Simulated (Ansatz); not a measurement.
A calculation with Ansatz (development build ahead of 0.2.0).

```yaml
crystal:
  periodic: [false, false, false]
  atoms:
    - { symbol: B, position_ang: [0.0, 0.0, 0.0] }
    - { symbol: "N", position_ang: [0.0, 0.0, 1.33] }
basis:
  gaussian: { orbitals: pcseg-2 }
magnetization:
  initial_magnetization: 2
hamiltonian:
  xc: pbe
```

The input is written out in the form of the current development build from the run's settings.

The run gave:

* Converged: yes
* Total energy: -79.33598 hartree
* Spin squared of the determinant: 2.000
* Stability test: minimum among restricted orbitals
